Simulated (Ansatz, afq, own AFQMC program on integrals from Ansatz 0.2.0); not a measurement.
## Where AFQMC and coupled cluster stand for CH3B, triplet

```xyz
5

B    -0.0209    0.0621    0.7386
C    -0.0209   -0.0897   -0.7502
H    -0.0209    1.1607    1.2262
H    -0.0209   -0.8969    1.4540
H     0.5140    0.1390   -1.6628
```

Connectivity, by distances: BH2–CH.

Basis cc-pVDZ. Noble-gas cores (and the filled d shells of Ga–Kr and In–Xe) are frozen. AFQMC by an in-house program on the Cholesky factors that Ansatz 0.2.0 writes for its CCSD(T) run. ph-AFQMC/CISD is guided by a CISD state made of CCSD amplitudes; releasing the constraint for a short imaginary time cuts its bias at the price of noise, slowly where states lie close. ± is one standard error of the sampling.

Determinant: UHF, the one that the program's search chose, which needn't be the lowest solution. The geometry is a point of a scan.

No full CI on the walks' own integrals is used here; CCSDT(Q) serves as the reference and is uncertain by about the last step of the cluster series.

Cautions: lower spins were not checked.

```
T1 diagnostic                               : 0.0177
weight of the determinant in the CISD state : 0.905
⟨S²⟩ of the determinant                     : 2.021
size of the correlated space                : 10 electrons in 41 orbitals
```

```
  level  correlation energy (eV)
    MP2                  -4.5435
   CCSD                  -5.5177
CCSD(T)                  -5.6380
```

Question: Estimate where AFQMC with the constraint released lies against CCSD(T) on the same integrals.

Answer: 38.3 ± 10.6 meV below CCSD(T).

Reference: CCSDT(Q), correlation energy -5.668 eV. The released energy is read at 1.62 1/Eh, later times being too noisy (meV from the phaseless value at times in 1/Eh: 5 ± 8 at 0.24, 17 ± 6 at 0.51, 7 ± 8 at 0.99, -8 ± 11 at 1.62, -5 ± 15 at 2.40).

```
         level  E − E(reference) (meV)  share of correlation (%)
       CCSD(T)                    29.8                     99.47
         CCSDT                     5.1                     99.91
 ph-AFQMC/CISD              -0.8 ± 7.0                    100.01
released AFQMC             -8.5 ± 10.6                    100.15
```

Released energies are given only where the last usable release times agree within the noise; a slower fall can still hide under it.
